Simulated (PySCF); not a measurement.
# C₃H₇NS: a tour of settings

Which settings matter for C₃H₇NS (`CN(C)C=S`), and how do bad ones show?

Programs: PySCF 2.14.0, with density-fitted response routines of our own. Each step states its level of theory. These are calculated values for one molecule in the gas phase, unless marked as measured. Atoms count from 0, in the outputs and in this text.

## 1. The molecule as given

12 atoms, charge 0, multiplicity 1; geometry from: GFN2-xTB.

Bonds of the start (Å): C0–N1 1.44, N1–C2 1.44, N1–C3 1.33, C3–S4 1.64, C0–H5 1.09, C0–H6 1.09, C0–H7 1.09, C2–H8 1.09, C2–H9 1.09, C2–H10 1.09, C3–H11 1.09.

## 2. Shielding tensors: PBE0/pcSseg-1

What the job is given:

```
{"job": {"kind": "nmr", "xc": "PBE0", "basis": "pcSseg-1"}, "charge": 0, "multiplicity": 1}
C     -1.353541     0.300363    -0.037210
N      0.074580     0.127834    -0.068078
C      0.565064    -1.115021     0.468284
C      0.895377     1.054920    -0.557042
S      2.526077     0.957343    -0.634234
H     -1.628833     1.263615    -0.461532
H     -1.841018    -0.492148    -0.611970
H     -1.716231     0.250856     0.993370
H      0.277227    -1.213514     1.517319
H      1.650807    -1.124162     0.388502
H      0.152740    -1.956915    -0.092208
H      0.398951     1.946143    -0.931228
```

Method: GIAO PBE0/pcSseg-1 NMR shielding, non-relativistic, gas phase.

The run is started by

```sh
OMP_NUM_THREADS=1 python probes_run.py task.json out
```

The driver reads the jobs from task.json and runs them one after another.

Log:

```text
coarse grid: 10288 points
cycle   1  E = -570.9995296420  dE =  6.131e-01  |g| = 3.856e-01  |ddm| = 3.001e+00
cycle   2  E = -570.8741625156  dE =  1.254e-01  |g| = 7.964e-01  |ddm| = 1.526e+00
cycle   3  E = -571.0485291033  dE = -1.744e-01  |g| = 9.680e-02  |ddm| = 9.801e-01
cycle   4  E = -571.0507919106  dE = -2.263e-03  |g| = 3.137e-02  |ddm| = 1.235e-01
cycle   5  E = -571.0510495843  dE = -2.577e-04  |g| = 4.532e-03  |ddm| = 3.662e-02
cycle   6  E = -571.0510538970  dE = -4.313e-06  |g| = 2.219e-03  |ddm| = 7.513e-03
final grid: 93968 points
cycle   7  E = -571.0810420804  dE = -1.353e-05  |g| = 1.061e-02  |ddm| = 2.265e-02
cycle   8  E = -571.0809755313  dE =  6.655e-05  |g| = 1.846e-02  |ddm| = 3.020e-02
cycle   9  E = -571.0810700081  dE = -9.448e-05  |g| = 2.915e-03  |ddm| = 2.265e-02
cycle  10  E = -571.0810719142  dE = -1.906e-06  |g| = 3.137e-04  |ddm| = 2.283e-03
cycle  11  E = -571.0810719337  dE = -1.951e-08  |g| = 1.394e-04  |ddm| = 4.302e-04
cycle  12  E = -571.0810719381  dE = -4.371e-09  |g| = 4.474e-05  |ddm| = 1.308e-04
cycle  13  E = -571.0810719386  dE = -5.155e-10  |g| = 7.370e-06  |ddm| = 5.657e-05
converged SCF energy = -571.0810719386

GIAO shielding tensors (ppm)
atom      isotropic    diamagn.    paramagn.     s11        s22        s33       span
  0 C      142.678     246.634    -103.957    116.777    124.865    186.392     69.615
  1 N      105.706     330.186    -224.479    -40.247    170.633    186.734    226.981
  2 C      151.990     246.994     -95.004    124.902    148.791    182.277     57.375
  3 C       -8.085     252.748    -260.833   -149.090     20.038    104.798    253.888
  4 S      194.797    1056.781    -861.984   -275.768    151.126    709.034    984.801
  5 H       28.447      30.278      -1.830     24.965     27.317     33.060      8.096
  6 H       28.615      29.792      -1.177     24.763     26.353     34.730      9.967
  7 H       28.617      29.797      -1.180     24.766     26.353     34.732      9.966
  8 H       29.427      29.981      -0.554     24.876     27.333     36.072     11.195
  9 H       25.827      29.256      -3.429     19.448     27.903     30.129     10.681
 10 H       29.426      29.978      -0.552     24.872     27.336     36.070     11.197
 11 H       22.648      30.026      -7.377     18.497     19.844     29.604     11.107
```

It took 8.4 s on 1 thread of Intel Xeon 6975P-C, shared host; peak memory 0.58 GiB.

The references, computed at this level on geometries of the same kind, shield at (ppm): 1H TMS 31.72, 13C TMS 186.9, 15N NH3 267.7, 33S CS2 504. Their shielding less the atom's gives the shift. The references are single molecules in the gas phase, so shifts against H2O, NH3, PH3, H3PO4 or CFCl3 are not on the usual liquid scales and can be off by tens of ppm. Atoms listed in one row are averaged.

| atoms | environment | σ (ppm) | δ (ppm) | δ scaled to CDCl3 |
| --- | --- | --- | --- | --- |
| C3 | thiocarbonyl carbon | -8.1 | 195.0 | 184.0 |
| C0 | methyl carbon bonded to N | 142.7 | 44.2 | 41.3 |
| C2 | methyl carbon bonded to N | 152.0 | 34.9 | 32.2 |
| H11 | hydrogen on a thiocarbonyl carbon | 22.65 | 9.07 | 8.66 |
| H8, H9, H10 | hydrogen on a methyl carbon bonded to N | 28.23 | 3.49 | 3.40 |
| H5, H6, H7 | hydrogen on a methyl carbon bonded to N | 28.56 | 3.16 | 3.08 |
| N1 | thioamide-type nitrogen | 105.7 | 162.0 | – |
| S4 | thione sulfur | 195 | 309 | – |

The scaled column applies a straight-line fit of computed shieldings to shifts measured in CDCl3, with any fitted terms for Cl, Br or S neighbours (root-mean-square error 0.16 ppm for H, 1.9 ppm for C).

The run also stored atomic charges by several schemes (e):

```csv
atoms,Mulliken,IAO,Hirshfeld,ESP fit
C0,-0.05,-0.31,-0.05,-0.38
N1,-0.59,-0.10,-0.01,0.36
C2,-0.06,-0.32,-0.07,-0.30
C3,0.05,-0.12,0.02,-0.30
S4,-0.24,-0.24,-0.24,-0.30
```

Mayer bond orders: C0–N1 0.94, N1–C2 0.92, N1–C3 1.26, C3–S4 1.65.

## 3. TDDFT and polarisability: PBE0/def2-SVPD

Settings changed since step 2:

```diff
@@ -1,2 +1,2 @@
-{"job": {"kind": "nmr", "xc": "PBE0", "basis": "pcSseg-1"}, "charge": 0, "multiplicity": 1}
+{"job": {"kind": "uv", "xc": "PBE0", "basis": "def2-SVPD", "nstates": 6, "ntriplets": 2}, "charge": 0, "multiplicity": 1}
 C     -1.353541     0.300363    -0.037210
```

With the program's defaults for keys left out, this is: TDDFT PBE0/def2-SVPD, vertical, gas phase, core orbitals frozen in the response.

Log:

```text
coarse grid: 10288 points
cycle   1  E = -570.7803461039  dE =  5.663e-01  |g| = 3.736e-01  |ddm| = 4.693e+00
cycle   2  E = -570.6565977322  dE =  1.237e-01  |g| = 7.690e-01  |ddm| = 1.582e+00
cycle   3  E = -570.8273799191  dE = -1.708e-01  |g| = 9.337e-02  |ddm| = 9.495e-01
cycle   4  E = -570.8295992520  dE = -2.219e-03  |g| = 2.824e-02  |ddm| = 1.628e-01
cycle   5  E = -570.8298184009  dE = -2.191e-04  |g| = 4.884e-03  |ddm| = 5.040e-02
cycle   6  E = -570.8298240593  dE = -5.658e-06  |g| = 1.724e-03  |ddm| = 1.136e-02
final grid: 93968 points
cycle   7  E = -570.8863564702  dE = -1.615e-05  |g| = 9.838e-03  |ddm| = 7.380e-02
cycle   8  E = -570.8862901321  dE =  6.634e-05  |g| = 1.784e-02  |ddm| = 3.364e-02
cycle   9  E = -570.8863822103  dE = -9.208e-05  |g| = 2.405e-03  |ddm| = 2.351e-02
cycle  10  E = -570.8863835371  dE = -1.327e-06  |g| = 3.183e-04  |ddm| = 2.426e-03
cycle  11  E = -570.8863835587  dE = -2.157e-08  |g| = 1.294e-04  |ddm| = 5.578e-04
cycle  12  E = -570.8863835626  dE = -3.926e-09  |g| = 4.436e-05  |ddm| = 2.029e-04
cycle  13  E = -570.8863835631  dE = -5.170e-10  |g| = 7.486e-06  |ddm| = 6.858e-05
converged SCF energy = -570.8863835631

Static polarisability (au): isotropic 72.132, principal 52.165 64.999 99.233

Singlet excitations
state   eV       nm        f      main configurations
  1   3.5124    353.0   0.00002   H->L 1.00
  2   5.1659    240.0   0.21463   H-1->L 0.82, H->L+1 0.13
  3   5.5313    224.2   0.12462   H->L+1 0.83, H-1->L 0.12
  4   5.8291    212.7   0.04006   H-1->L+1 0.98
  5   6.2566    198.2   0.03555   H->L+2 0.93
  6   6.4577    192.0   0.06541   H->L+3 0.82, H->L+4 0.13

Triplet excitations (Tamm-Dancoff, eV): 3.1565 3.2537
```

Wall time 10 s (1 thread of Intel Xeon 6975P-C, shared host); peak memory 0.71 GiB.

The orbitals next to the gap, with their largest atomic shares:

```
orbital      eV                      atoms
 HOMO−3  -10.22   S4 58 %, C3 23 %, N1 6 %
 HOMO−2   -9.83  C3 29 %, N1 25 %, S4 14 %
 HOMO−1   -6.54  S4 51 %, N1 23 %, C3 14 %
   HOMO   -6.05           S4 74 %, C3 14 %
   LUMO   -0.82  C3 38 %, S4 31 %, N1 18 %
 LUMO+1    0.33  C0 28 %, S4 12 %, C2 10 %
 LUMO+2    1.25  S4 31 %, C2 15 %, H11 9 %
```

With each of the 6 states as a Gaussian band of 0.4 eV half-width at 1/e, the curve within the window shown has maxima at 234 nm (ε 12,000), 196 nm (ε 4,200) L/(mol cm). Beyond the last state computed it falls off for lack of states. The curve at chosen wavelengths:

```json
{"nm": "183", "ε (L/mol/cm)": "1817"}
{"nm": "193", "ε (L/mol/cm)": "4096"}
{"nm": "202", "ε (L/mol/cm)": "4142"}
{"nm": "212", "ε (L/mol/cm)": "5691"}
{"nm": "222", "ε (L/mol/cm)": "9249"}
{"nm": "231", "ε (L/mol/cm)": "11507"}
{"nm": "241", "ε (L/mol/cm)": "10604"}
{"nm": "251", "ε (L/mol/cm)": "6682"}
{"nm": "260", "ε (L/mol/cm)": "3227"}
{"nm": "270", "ε (L/mol/cm)": "1066"}
{"nm": "280", "ε (L/mol/cm)": "272"}
{"nm": "289", "ε (L/mol/cm)": "67"}
{"nm": "299", "ε (L/mol/cm)": "12"}
{"nm": "309", "ε (L/mol/cm)": "2"}
{"nm": "319", "ε (L/mol/cm)": "1"}
{"nm": "328", "ε (L/mol/cm)": "1"}
{"nm": "338", "ε (L/mol/cm)": "1"}
{"nm": "348", "ε (L/mol/cm)": "1"}
{"nm": "357", "ε (L/mol/cm)": "1"}
{"nm": "367", "ε (L/mol/cm)": "1"}
{"nm": "377", "ε (L/mol/cm)": "1"}
{"nm": "386", "ε (L/mol/cm)": "0"}
{"nm": "396", "ε (L/mol/cm)": "0"}
{"nm": "406", "ε (L/mol/cm)": "0"}
{"nm": "415", "ε (L/mol/cm)": "0"}
{"nm": "425", "ε (L/mol/cm)": "0"}
```

Ground-state properties from the same run:

```
           property  computed
  dipole moment (D)      5.06
polarisability (Å³)     10.69
 HOMO–LUMO gap (eV)      5.23
      −ε(HOMO) (eV)      6.05
```

## 4. Shielding tensors: PBE0/6-311G**

Settings changed since step 3:

```diff
@@ -1,2 +1,2 @@
-{"job": {"kind": "uv", "xc": "PBE0", "basis": "def2-SVPD", "nstates": 6, "ntriplets": 2}, "charge": 0, "multiplicity": 1}
+{"job": {"kind": "nmr", "xc": "PBE0", "basis": "6-311G**", "pop": true, "scf": {"max_cycle": 63}}, "charge": 0, "multiplicity": 2}
 C     -1.353541     0.300363    -0.037210
```

Method: PBE0/6-311G**.

Log:

```text
RuntimeError: Electron number 48 and spin 1 are not consistent
Note mol.spin = 2S = Nalpha - Nbeta, not 2S+1
```

Run time: 0.02 s. Hardware: 1 thread of Intel Xeon 6975P-C, shared host.

Diagnosis: Charge and multiplicity don't fit the number of electrons: an even count needs an odd multiplicity, and the reverse. The remedy is to mend the charge or the multiplicity.

## 5. Indirect couplings: BP86/pcSseg-1

Settings changed since step 4:

```diff
@@ -1,2 +1,2 @@
-{"job": {"kind": "nmr", "xc": "PBE0", "basis": "6-311G**", "pop": true, "scf": {"max_cycle": 63}}, "charge": 0, "multiplicity": 2}
+{"job": {"kind": "j", "xc": "BP86", "basis": "pcSseg-1"}, "charge": 0, "multiplicity": 1}
 C     -1.353541     0.300363    -0.037210
```

With the program's defaults for keys left out, this is: BP86/pcSseg-1 indirect spin-spin coupling, non-relativistic, gas phase.

Log:

```text
coarse grid: 10288 points
cycle   1  E = -571.3737726404  dE =  4.735e-01  |g| = 4.358e-01  |ddm| = 3.052e+00
cycle   2  E = -571.1414706380  dE =  2.323e-01  |g| = 9.849e-01  |ddm| = 1.863e+00
cycle   3  E = -571.4097293915  dE = -2.683e-01  |g| = 3.084e-01  |ddm| = 1.480e+00
cycle   4  E = -571.4352262134  dE = -2.550e-02  |g| = 5.915e-02  |ddm| = 3.734e-01
cycle   5  E = -571.4362118347  dE = -9.856e-04  |g| = 1.648e-02  |ddm| = 8.735e-02
cycle   6  E = -571.4362664657  dE = -5.463e-05  |g| = 8.888e-03  |ddm| = 2.194e-02
cycle   7  E = -571.4362841098  dE = -1.764e-05  |g| = 1.937e-03  |ddm| = 7.981e-03
cycle   8  E = -571.4362850603  dE = -9.505e-07  |g| = 3.876e-04  |ddm| = 2.586e-03
final grid: 93968 points
cycle   9  E = -571.4774587388  dE = -3.359e-05  |g| = 5.528e-03  |ddm| = 2.168e-02
cycle  10  E = -571.4774217309  dE =  3.701e-05  |g| = 1.260e-02  |ddm| = 1.631e-02
cycle  11  E = -571.4774624420  dE = -4.071e-05  |g| = 3.619e-03  |ddm| = 1.628e-02
cycle  12  E = -571.4774662024  dE = -3.760e-06  |g| = 3.299e-04  |ddm| = 3.934e-03
cycle  13  E = -571.4774662504  dE = -4.797e-08  |g| = 1.352e-04  |ddm| = 6.163e-04
cycle  14  E = -571.4774662602  dE = -9.765e-09  |g| = 6.414e-05  |ddm| = 1.546e-04
cycle  15  E = -571.4774662399  dE =  2.032e-08  |g| = 1.554e-05  |ddm| = 8.726e-05
cycle  16  E = -571.4774662399  dE = -4.775e-11  |g| = 2.095e-06  |ddm| = 1.659e-05
converged SCF energy = -571.4774662399

Indirect spin-spin couplings (Hz)
  i      j    bonds     total        FC       PSO       DSO        SD
  0 C    1 N    1    -17.340   -16.946     0.286    -0.104    -0.577
  0 C    2 C    2      2.341     2.597    -0.224    -0.032         -
  0 C    3 C    2      2.629     2.991    -0.326    -0.035         -
  0 C    4 S    3     -1.007    -0.627    -0.354    -0.026         -
  0 C    5 H    1    137.062   135.523     0.788     0.752         -
  0 C    6 H    1    140.004   138.428     0.832     0.744         -
  0 C    7 H    1    139.995   138.419     0.832     0.744         -
  0 C    8 H    3      1.297     1.315     0.034    -0.052         -
  0 C    9 H    3      6.942     7.029     0.452    -0.539         -
  0 C   10 H    3      1.302     1.320     0.034    -0.052         -
  0 C   11 H    3      4.735     4.771    -0.108     0.073         -
  1 N    2 C    1    -19.438   -19.239     0.452    -0.108    -0.544
  1 N    3 C    1    -21.706   -25.800     4.383    -0.128    -0.162
  1 N    4 S    2      1.710     0.492     2.440     0.004    -1.227
  1 N    5 H    2      0.449     0.573    -0.122     0.033    -0.034
  1 N    6 H    2      0.836     0.974    -0.149     0.025    -0.014
  1 N    7 H    2      0.853     0.991    -0.149     0.025    -0.014
  1 N    8 H    2      0.855     0.980    -0.129     0.019    -0.016
  1 N    9 H    2      0.617     0.847    -0.177    -0.008    -0.045
  1 N   10 H    2      0.841     0.966    -0.129     0.019    -0.016
  1 N   11 H    2     -5.671    -6.268     0.515     0.063     0.018
  2 C    3 C    2      2.887     3.228    -0.309    -0.032         -
  2 C    4 S    3      1.338     1.888    -0.549    -0.001         -
  2 C    5 H    3      5.624     5.758     0.419    -0.553         -
  2 C    6 H    3      1.082     1.113     0.010    -0.041         -
  2 C    7 H    3      1.082     1.114     0.010    -0.041         -
  2 C    8 H    1    139.051   137.329     0.927     0.795         -
  2 C    9 H    1    141.241   139.822     0.569     0.850         -
  2 C   10 H    1    139.031   137.309     0.928     0.795         -
  2 C   11 H    3      3.673     3.805     0.446    -0.577         -
  3 C    4 S    1    -23.544   -13.910    -9.673     0.039         -
  3 C    5 H    3      4.252     4.380    -0.300     0.171         -
  3 C    6 H    3      2.983     3.085     0.260    -0.362         -
  3 C    7 H    3      2.945     3.047     0.259    -0.361         -
  3 C    8 H    3      3.354     3.475     0.251    -0.372         -
  3 C    9 H    3      3.701     4.099    -0.568     0.169         -
  3 C   10 H    3      3.381     3.502     0.252    -0.373         -
  3 C   11 H    1    167.767   166.655    -0.068     1.180         -
  4 S    5 H    4     -0.195     0.091    -0.209    -0.077         -
  4 S    6 H    4      0.154     0.299    -0.053    -0.092         -
  4 S    7 H    4      0.154     0.299    -0.052    -0.092         -
  4 S    9 H    4     -0.784    -0.658    -0.231     0.105         -
  4 S   11 H    2      1.049     2.513    -1.356    -0.108         -
  5 H    6 H    2    -12.075   -11.927     2.355    -2.503         -
  5 H    7 H    2    -12.082   -11.934     2.354    -2.502         -
  5 H    8 H    4     -0.294    -0.035     1.487    -1.747         -
  5 H    9 H    4      2.486     2.735     1.747    -1.995         -
  5 H   10 H    4     -0.292    -0.033     1.487    -1.746         -
  6 H    7 H    2    -11.266   -11.156     2.348    -2.458         -
  6 H    8 H    4     -0.301    -0.172     0.609    -0.739         -
  6 H    9 H    4     -0.193     0.011     1.469    -1.673         -
  6 H   10 H    4     -0.663    -0.853    -1.046     1.236         -
  6 H   11 H    4     -0.611    -0.481     0.985    -1.115         -
  7 H    8 H    4     -0.669    -0.859    -1.046     1.236         -
  7 H    9 H    4     -0.197     0.008     1.469    -1.673         -
  7 H   10 H    4     -0.305    -0.175     0.611    -0.741         -
  7 H   11 H    4     -0.615    -0.485     0.982    -1.112         -
  8 H    9 H    2    -12.354   -12.366     2.280    -2.268         -
  8 H   10 H    2    -11.865   -11.813     2.378    -2.430         -
  8 H   11 H    4     -1.073    -0.797     1.597    -1.873         -
  9 H   10 H    2    -12.356   -12.368     2.280    -2.268         -
  9 H   11 H    4     -0.433     0.059     1.549    -2.040         -
 10 H   11 H    4     -1.067    -0.791     1.597    -1.873         -
```

Run time: 10 s. Hardware: 1 thread of Intel Xeon 6975P-C, shared host.

The basis is not made for couplings: without tight functions at the nuclei these values are rough.

A choice of the couplings up to four bonds, sorted by the number of bonds, with means over like pairs; isotopes 13C, 1H, 15N, 33S:

```
  pair  bonds  J (Hz)  Fermi contact (Hz)  dihedral (°)
C3–H11      1   167.8               166.7             –
 C2–H8      1   139.8               138.2             –
 C0–H5      1   139.0               137.5             –
 C3–S4      1   -23.5               -13.9             –
 N1–C3      1   -21.7               -25.8             –
 N1–C2      1   -19.4               -19.2             –
 C0–N1      1   -17.3               -16.9             –
 H8–H9      2   -12.2               -12.2             –
 H5–H6      2   -11.8               -11.7             –
N1–H11      2    -5.7                -6.3             –
 C2–C3      2     2.9                 3.2             –
 C0–C3      2     2.6                 3.0             –
 C0–C2      2     2.3                 2.6             –
 N1–S4      2     1.7                 0.5             –
S4–H11      2     1.0                 2.5             –
C0–H11      3     4.7                 4.8             0
C2–H11      3     3.7                 3.8           180
 C3–H8      3     3.5                 3.7             –
 C3–H5      3     3.4                 3.5             –
 C0–H8      3     3.2                 3.2             –
 C2–H5      3     2.6                 2.7             –
 C2–S4      3     1.3                 1.9             0
 C0–S4      3    -1.0                -0.6           180
```

The spin-dipole term was solved for some atoms only; pairs without it lack that part.

The response was solved for the nuclei of C, H, N alone, so couplings that need other nuclei can be missing.

Quadrupole couplings from the field gradients of the same density:

| atom | isotope | eQq/h (MHz) | η |
| --- | --- | --- | --- |
| S4 | 33S | 36.3 | 0.52 |
| N1 | 14N | -3.929 | 0.12 |

Shifts (PBE0/pcSseg-1, unscaled) and these couplings together give the proton spectrum at 600 MHz below.

1H NMR δ 9.07 (s, 1H), 3.49 (s, 3H), 3.16 (s, 3H).

(Part 1 of 2 ends here.)
